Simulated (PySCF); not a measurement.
Molfile (atoms numbered from 1):
```
C4H7ClO
     RDKit          3D

 13 12  0  0  0  0  0  0  0  0999 V2000
    0.9109   -0.9185   -0.4972 C   0  0  0  0  0  0  0  0  0  0  0  0
    0.0145   -0.0373    0.3755 C   0  0  0  0  0  0  0  0  0  0  0  0
   -1.4507   -0.1150   -0.0263 C   0  0  0  0  0  0  0  0  0  0  0  0
    0.4910    1.3962    0.3339 C   0  0  0  0  0  0  0  0  0  0  0  0
   -0.0664    2.3264   -0.1367 O   0  0  0  0  0  0  0  0  0  0  0  0
    2.1017    1.6051    1.1090 Cl  0  0  0  0  0  0  0  0  0  0  0  0
    0.5793   -1.9646   -0.4292 H   0  0  0  0  0  0  0  0  0  0  0  0
    1.9604   -0.8651   -0.1780 H   0  0  0  0  0  0  0  0  0  0  0  0
    0.8510   -0.6109   -1.5527 H   0  0  0  0  0  0  0  0  0  0  0  0
    0.1383   -0.3582    1.4244 H   0  0  0  0  0  0  0  0  0  0  0  0
   -2.0819    0.5042    0.6265 H   0  0  0  0  0  0  0  0  0  0  0  0
   -1.8031   -1.1547    0.0362 H   0  0  0  0  0  0  0  0  0  0  0  0
   -1.5920    0.2376   -1.0585 H   0  0  0  0  0  0  0  0  0  0  0  0
  1  2  1  0
  2  3  1  0
  2  4  1  0
  4  5  2  0
  4  6  1  0
  1  7  1  0
  1  8  1  0
  1  9  1  0
  2 10  1  0
  3 11  1  0
  3 12  1  0
  3 13  1  0
M  END
```

Geometry: PBE0-D3(BJ)/def2-SVP; GIAO shifts from PySCF 2.14.0 with density-fitted response routines, gas phase, non-relativistic, averaged over equivalent atoms.

At B3LYP/pcSseg-1 (144 basis functions, 15 s wall time on 1 thread of an Arm Neoverse V1, shared host):
```csv
atoms,δ (ppm)
C4,189.6
C2,50.5
C1/C3,21.2
O5,587.4
Cl6,459.4
H10,2.46
H7/H8/H9/H11/H12/H13,1.24
```

References, each an isolated molecule treated in the same way: ¹³C (σ = 179.24 ppm), ¹H (σ = 31.38 ppm) vs TMS; H2O for ¹⁷O (σ = 334.04 ppm); ³⁵Cl (σ = 930.46 ppm) vs HCl.

Problem. Predict the values at KT2/pcSseg-1 on the same geometry.

Solution. 
| atoms | δ at KT2/pcSseg-1 | change |
| --- | --- | --- |
| C4 | 177.0 | -12.6 |
| C2 | 50.6 | +0.1 |
| C1/C3 | 21.1 | -0.1 |
| O5 | 537.5 | -49.9 |
| Cl6 | 448.5 | -10.9 |
| H10 | 2.58 | +0.12 |
| H7/H8/H9/H11/H12/H13 | 1.23 | -0.01 |

δ = σ(ref) − σ, references computed at the same level: TMS for ¹³C (σ = 183.22 ppm), ¹H (σ = 31.18 ppm); ¹⁷O (σ = 330.66 ppm) against H2O; ³⁵Cl (σ = 942.74 ppm) against HCl.

The largest change is at O5 (carbonyl oxygen). Cost: 144 basis functions, 21 s wall time on 1 thread of an Arm Neoverse V1, shared host. The order of the carbon signals is the same at both levels.

Carbons that carry Cl, above all several Cl atoms, come out too deshielded, partly because spin–orbit coupling is missing. Unscaled 17O shifts of doubly bonded oxygen tend to come out too high, by tens of ppm or more. Experimental scales use liquid or dissolved standards, which lie at an offset from isolated H2O (liquid H2O: subtract about 36 ppm).
